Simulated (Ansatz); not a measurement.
Isolated molecules relaxed with PBE0-D4/def2-TZVP in Ansatz; ΔE leaves out vibrations. CCSD(T)/CBS is the MP2 limit (def2-TZVPP, def2-QZVPP) plus CCSD(T) − MP2 in def2-TZVPP, frozen cores. This one scheme is used for every species. DFT in def2-TZVPP. B3LYP here is the variant with VWN-RPA as its local correlation; programs differ in this. HSE06 is defined as in plane-wave codes.

Reaction (hydrogenolysis of the Si–F bond): silicon tetrafluoride + H₂ → `F[SiH](F)F` + H–F

Task: Is it downhill or uphill in electronic energy at CCSD(T)/CBS, and by how much? (Estimate.)

Result: Ansatz gave: Uphill: ΔE = +29.5 kcal/mol.

Task: What do these levels give: LDA (SPW92), BLYP-D4, r2SCAN-D4, B97M-V, PBE0-D4, B3LYP-D4, BHLYP-D4, CAM-B3LYP-D4, PBE-QIDH, r2SCAN, HSE06, HF/def2-SVP? (An estimate is asked.)

Result: Computed: LDA (SPW92) 28.3, BLYP-D4 29.1, r2SCAN-D4 31.8, B97M-V 32.2, PBE0-D4 27.9, B3LYP-D4 29.4, BHLYP-D4 30.3, CAM-B3LYP-D4 29.9, PBE-QIDH 29.2, r2SCAN 31.7, HSE06 27.6, HF/def2-SVP 24.8 kcal/mol.

Task: What do rigid-rotor, harmonic-oscillator terms from PBE0-D4/def2-TZVP frequencies (298.15 K, 1 bar) make of the CCSD(T)/CBS value? (An estimate is asked.)

Result: Ansatz gave: ΔZPE = +3.0 kcal/mol, ΔH = +32.0 kcal/mol, ΔS = 38 J/(mol·K), ΔG = +29.4 kcal/mol.

Largest T1 diagnostic among the species: 0.012.

At CCSD(T), def2-SVP lies −3.2 kcal/mol from the extrapolated value and def2-TZVPP +0.1 kcal/mol. Leaving LDA and LC-ωPBE aside and taking each functional with its dispersion term where it has one, the values, not all of them listed here, spread over 4.8 kcal/mol, from PBE-D4 to B97M-V. LDA lies +1.2 kcal/mol from PBE without D4.
